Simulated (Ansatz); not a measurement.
# C₃H₇O₂+: small, medium and large basis sets

Aim: see how fast density functionals and correlated methods converge with the basis set for C₃H₇O₂+.

Program: Ansatz 0.2.0, Gaussian basis. Level of theory: one geometry, several basis sets. These are calculated values, not measurements.

Levels to be run: PBE0-D4/def2-SVP; ωB97M-V/def2-SVP; PBE0-D4/def2-QZVPP; ωB97M-V/def2-QZVPP; CCSD(T)/cc-pV(D+d)Z; CCSD(T)/cc-pV(T+d)Z; MP2/cc-pV(Q+d)Z; the functionals' def2-TZVPP values are taken from earlier runs.

### 1 The relaxed structure

The geometry comes from an earlier relaxation with PBE0-D4 in a triple-zeta def2 set; it is a stationary point, not always the lowest conformer.

SMILES `COC(C)=[OH+]`, 12 atoms, charge 1, spin multiplicity 1.

Atoms are counted from 1 here; the program's logs count them from 0.

Bond lengths: C1–O2 1.463 Å, C1–H6 1.088 Å, C1–H7 1.088 Å, C1–H8 1.084 Å, O2–C3 1.259 Å, C3–C4 1.471 Å, C3–O5 1.287 Å, C4–H9 1.095 Å, C4–H10 1.095 Å, C4–H11 1.087 Å, O5–H12 0.970 Å. Angles: O2–C1–H6 108.9°, O2–C1–H7 108.8°, O2–C1–H8 104.3°, H6–C1–H7 111.3°, H6–C1–H8 111.6°, H7–C1–H8 111.6°, C1–O2–C3 121.1°, O2–C3–C4 119.1°, O2–C3–O5 117.7°, C4–C3–O5 123.2°, C3–C4–H9 109.4°, C3–C4–H10 109.4°, C3–C4–H11 110.4°, H9–C4–H10 107.8°, H9–C4–H11 109.9°, H10–C4–H11 109.9°, C3–O5–H12 113.4°.

### 2 PBE0-D4 in def2-SVP

Input file in.yaml:

```yaml
crystal:
  periodic: [false, false, false]
  atoms:
    - {symbol: C, position_ang: [-1.735897, 0.943237, 0.215307]}
    - {symbol: O, position_ang: [-0.877214, -0.157553, -0.222649]}
    - {symbol: C, position_ang: [0.364226, -0.137611, -0.013752]}
    - {symbol: C, position_ang: [1.185480, -1.268763, -0.473152]}
    - {symbol: O, position_ang: [0.852016, 0.884137, 0.597704]}
    - {symbol: H, position_ang: [-1.661005, 1.039206, 1.296593]}
    - {symbol: H, position_ang: [-1.419914, 1.855788, -0.286176]}
    - {symbol: H, position_ang: [-2.731897, 0.643304, -0.091309]}
    - {symbol: H, position_ang: [1.699975, -1.715786, 0.383380]}
    - {symbol: H, position_ang: [1.947509, -0.905158, -1.169779]}
    - {symbol: H, position_ang: [0.564401, -2.015145, -0.961699]}
    - {symbol: H, position_ang: [1.812319, 0.834344, 0.725522]}
basis:
  gaussian: {orbitals: def2-SVP}
total_charge: 1
hamiltonian: {xc: pbe0, dispersion: d4}
output: {orbitals: {seedname: orbitals}}
```

Command:

```
ansatz run in.yaml --threads 2 --pin off --events-out ev --progress --plain --max-ram 32768MiB --backend cpu
```

Further steps of the session: ωB97M-V in def2-SVP; PBE0-D4 in def2-QZVPP; ωB97M-V in def2-QZVPP; CCSD(T) in cc-pV(D+d)Z; CCSD(T) in cc-pV(T+d)Z; MP2 in cc-pV(Q+d)Z.

**Question.** What will the summary of the whole plan be? Wanted: MP2 correlation recovered, cc-pV(D+d)Z; MP2 correlation recovered, cc-pV(T+d)Z; MP2 correlation recovered, cc-pV(Q+d)Z; CCSD(T) limit from def2 sets; PBE0-D4: double and triple zeta above quadruple; ωB97M-V: double and triple zeta above quadruple.

**Answer**, as computed:

| quantity | value |
| --- | --- |
| MP2 correlation recovered, cc-pV(D+d)Z | 71.6 % |
| MP2 correlation recovered, cc-pV(T+d)Z | 89.3 % |
| MP2 correlation recovered, cc-pV(Q+d)Z | 95.5 % |
| CCSD(T) limit from def2 sets (earlier runs) less the limit of this series | -8 meV |
| PBE0-D4: double and triple zeta above quadruple | 8.77, 0.39 eV |
| ωB97M-V: double and triple zeta above quadruple | 9.07, 0.38 eV |

**Reading.** For PBE0-D4 the step from double to triple zeta gains 8.38 eV and the next only 0.39 eV. Correlation climbs from 72 % (cc-pV(D+d)Z) to 96 % (cc-pV(Q+d)Z) of the limit; Hartree-Fock is 0.155 eV from its own by then. A limit from the def2 sets, made apart, differs by 8 meV, a least measure of the doubt on such a limit. These are total energies; as a rule much of such shifts cancels in differences, which this series doesn't test.
